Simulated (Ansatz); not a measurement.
Breaking a bond in CHP (methylidynephosphane)

The species is CHP (3 atoms), meant as a singlet with charge 0. SMILES: `C#P`. Geometry: relaxed at GFN2-xTB.

```
atom    x (Å)    y (Å)    z (Å)
   C  -0.1371   0.0598  -0.0664
   P   1.1492  -0.5127   0.5742
   H  -1.0121   0.4528  -0.5078
```

The C1–P2 distance is scanned; the parts on either side stay rigid. Basis STO-3G, 6 core orbitals frozen in the correlated methods; program Ansatz 0.2.0. FCI is exact within this basis and core. Energies in eV from each method's value at 1.547 Å; methods without a U are spin-restricted. The shape above is that at 1.547 Å.

| distance (Å) | SVWN5 | r2SCAN | BHLYP | CAM-B3LYP | CCSD |
| --- | --- | --- | --- | --- | --- |
| 1.547 | 0.00 | 0.00 | 0.00 | 0.00 | 0.00 |
| 1.934 | 3.30 | 3.45 | 4.20 | 3.93 | 2.83 |
| 3.094 | 12.22 | 12.15 | 12.57 | 12.82 | 10.29 |
| 3.867 | 13.42 | 13.09 | 13.40 | 13.73 | 10.27 |

Question: Estimate the FCI curve, and say how far off each method is.

Answer: 
```json
{"distance (Å)": "1.547", "FCI": "0.00"}
{"distance (Å)": "1.934", "FCI": "2.64"}
{"distance (Å)": "3.094", "FCI": "7.55"}
{"distance (Å)": "3.867", "FCI": "7.74"}
```

Departure from the FCI curve at its largest: SVWN5 +5.68 eV at 3.87 Å; r2SCAN +5.35 eV at 3.87 Å; BHLYP +5.66 eV at 3.87 Å; CAM-B3LYP +5.99 eV at 3.87 Å; CCSD +2.74 eV at 3.09 Å. Restricted functionals keep the electrons paired too, and rise too high.
